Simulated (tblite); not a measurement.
C₃H₆F₂O.
Numbering: `[CH3:1][O:2][C:3]([CH3:4])([F:5])[F:6]` (hydrogens: H7, H8, H9 on C1; H10, H11, H12 on C4)

Computed with GFN2-xTB (tblite), gas phase: Langevin dynamics at 300 K from the optimised GFN2-xTB geometry, time step 0.5 fs, friction 0.01 fs⁻¹, 2000 steps.

Start geometry:
```
atom  x, y, z in Å
C1     -1.821    0.070    0.611
O2     -0.488    0.562    0.464
C3      0.383   -0.268   -0.130
C4      1.759    0.354   -0.234
F5      0.457   -1.469    0.535
F6     -0.061   -0.642   -1.377
H7     -1.832   -0.834    1.224
H8     -2.263   -0.141   -0.366
H9     -2.368    0.867    1.106
H10     2.431   -0.348   -0.719
H11     1.689    1.267   -0.817
H12     2.116    0.582    0.766
```

The statistics below take the 31 frames saved every 25 fs from 250 to 1000 fs; their kinetic temperature (all 3N coordinates) averages 274 K.

**Question.** Give the mean, spread and extremes of the bond lengths.

**Answer.** 
```csv
bond,start (Å),mean (Å),standard deviation (Å),shortest (Å),longest (Å)
C1–O2,1.429,1.434,0.033,1.357,1.479
O2–C3,1.341,1.349,0.033,1.267,1.403
C3–C4,1.514,1.516,0.034,1.441,1.571
C3–F5,1.375,1.381,0.028,1.334,1.451
C3–F6,1.375,1.379,0.031,1.330,1.470
C1–H7,1.092,1.098,0.030,1.051,1.160
C1–H8,1.092,1.093,0.032,1.030,1.171
C1–H9,1.086,1.096,0.031,1.045,1.184
C4–H10,1.086,1.090,0.030,1.037,1.154
C4–H11,1.085,1.086,0.021,1.041,1.127
C4–H12,1.085,1.089,0.029,1.029,1.144
```

**Question.** Give the same statistics for bond angles, one of each kind among heavy atoms.

**Answer.** 
```
   angle  start (°)  mean (°)  standard deviation (°)  smallest (°)  largest (°)
C1–O2–C3      116.0     117.2                     3.8         110.0        124.1
O2–C3–C4      111.5     111.4                     3.6         104.8        117.6
O2–C3–F5      111.2     110.8                     2.7         105.1        116.6
C4–C3–F5      110.1     109.9                     3.0         103.9        115.3
F5–C3–F6      102.6     102.9                     3.9          93.3        110.8
```

**Question.** Follow the torsion C1–O2–C3–C4 through every second one of these frames.

**Answer.** 
```tsv
t (fs)	C1–O2–C3–C4 (°)
250	-176
300	179
350	167
400	169
450	-175
500	-161
550	-174
600	160
650	167
700	166
750	180
800	-169
850	178
900	-174
950	-173
1000	-175
```

Largest departure from the start value over all these frames: C1–O2–C3–C4 22° (start 180°).

**Question.** How widely does the potential energy scatter, against a harmonic estimate?

**Answer.** Mean 0.37 eV above the start, standard deviation 0.076 eV, range 0.20 to 0.59 eV. For 30 classical harmonic modes at 300 K the canonical values are 30kT/2 = 0.39 eV and kT·√(30/2) = 0.100 eV.

The run is classical and short, so these are rough statistics of one trajectory.

What follows is the cost of the whole dynamics run. Time: 5.5 s wall; peak memory 0.18 GiB. Hardware: an Intel Xeon 6975P-C with one thread, shared host with 128 logical CPUs at a one-minute load of 65.
